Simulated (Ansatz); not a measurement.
The input, for Ansatz 0.2.0:

```yaml
crystal:
  periodic: [false, false, false]
  atoms:
    - {symbol: O, position_ang: [-1.061350, 0.002370, 0.000000]}
    - {symbol: H, position_ang: [-1.310659, 0.928945, 0.000000]}
    - {symbol: H, position_ang: [-0.026350, 0.002370, 0.000000]}
    - {symbol: N, position_ang: [1.202650, 0.002370, 0.000000]}
    - {symbol: H, position_ang: [1.471732, -1.001857, 0.000000]}
basis:
  gaussian: {orbitals: cc-pVDZ}
magnetization: {spin_polarized: true, initial_magnetization: 2}
correlation: {method: ccsdt_q, electrons: outside_noble_gas}
```

```sh
$ ansatz run in.yaml --threads 1 --pin off --events-out ev --progress --plain --max-ram 2393MiB
```

Task: Roughly how long does this take on 1 thread of Arm Neoverse V1, shared host, and how much host memory?

Result: 46 s wall and 0.56 GiB.

```
756 factors; integrals over basis functions are off by at most 2.4e-7 eV
mean field evaluation 1: about -3560.8750 eV, gradient 2.2e1 eV
mean field evaluation 2: about -3560.9055 eV, gradient 2.2e1 eV
mean field evaluation 4: about -3563.0196 eV, gradient 2.8e0 eV
mean field evaluation 8: about -3563.1006 eV, gradient 1.6e-1 eV
mean field evaluation 16: about -3562.3936 eV, gradient 1.3e1 eV
mean field evaluation 32: about -3560.4130 eV, gradient 2.3e-6 eV
mean field evaluation 64: about -3558.4028 eV, gradient 1.4e1 eV
mean field evaluation 96: about -3560.4130 eV, gradient 5.5e-4 eV
mean field evaluation 128: about -3559.3657 eV, gradient 4.5e-1 eV
mean field evaluation 160: about -3563.1012 eV, gradient 4.2e-4 eV
...
cycle  11  -9.73385656 eV  change    4.3e-4 eV  update   1.8e-4
cycle  12  -9.73400850 eV  change   -1.5e-4 eV  update   1.1e-4
cycle  13  -9.73407129 eV  change   -6.3e-5 eV  update   6.5e-5
cycle  14  -9.73410581 eV  change   -3.5e-5 eV  update   3.7e-5
cycle  15  -9.73413217 eV  change   -2.6e-5 eV  update   2.1e-5
cycle  16  -9.73412938 eV  change    2.8e-6 eV  update   1.2e-5
cycle  17  -9.73412621 eV  change    3.2e-6 eV  update   8.7e-6
cycle  18  -9.73412971 eV  change   -3.5e-6 eV  update   4.3e-6
cycle  19  -9.73413315 eV  change   -3.4e-6 eV  update   2.8e-6
cycle  20  -9.73413439 eV  change   -1.2e-6 eV  update   1.4e-6
perturbative correction -0.02112976 eV, -0.0007765044 hartree
Total energy: -3572.85645442 eV, -131.3000529308 hartree
```
